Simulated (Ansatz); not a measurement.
Geometry optimisation, Ansatz 0.2.0, RKS PBE-D4/def2-TZVP.

The input (input.yaml):

```yaml
crystal:
  periodic: [false, false, false]
  atoms:
    - { symbol: B, position_ang: [-0.976514, -0.001805, 0.320053] }
    - { symbol: H, position_ang: [1.318333, 0.003395, 0.973094] }
    - { symbol: H, position_ang: [1.41354, -0.00361, 0.263182] }
    - { symbol: H, position_ang: [-0.542859, 0.00202, -0.856229] }
basis:
  gaussian: { orbitals: def2-TZVP }
hamiltonian:
  xc: pbe
  dispersion: d4
relax:
  f_tol: 0.03
  max_steps: 50
output:
  orbitals: {}
```

Launched with:

```bash
$ ansatz run input.yaml --threads 1 --pin off --max-ram 2048MiB --backend cpu --events-out ev --progress --plain --runs-dir out
```

Question: Where does it end, and by what steps?

Answer: The forces met the threshold. After 12 steps the energy has fallen by 3.952 eV; B1 moved furthest, 1.29 Å. Parted: H2–H3 (0.72 → 2.08 Å). Joined: B1–H2 (2.39 → 1.20 Å), B1–H3 (2.39 → 1.20 Å).

```
step  energy less start (eV)  largest force component (eV/Å)  accepted
   0                  0.0000                           1.680       yes
   1                 -0.0747                           0.463       yes
   2                 -0.1752                           0.378       yes
   3                 -0.2733                           0.855       yes
   4                 -0.3636                           2.410       yes
   5                 -0.5269                           1.386       yes
   6                 -0.8523                           2.842       yes
   7                 -1.5835                           4.006       yes
   8                 -2.2688                           5.528       yes
   9                 -3.1290                           2.265       yes
  10                 -3.8544                           0.728       yes
  11                 -3.9482                           0.243       yes
  12                 -3.9521                           0.013       yes
```

```xyz
4
Properties=species:S:1:pos:R:3
B 0.303 0.000 0.175
H 0.222 -0.003 1.371
H 1.380 0.005 -0.353
H -0.692 -0.002 -0.493
```

Time of the run: 5.5 s on 1 thread of Arm Neoverse V2, with other jobs on the host, peak memory 0.083 GiB.
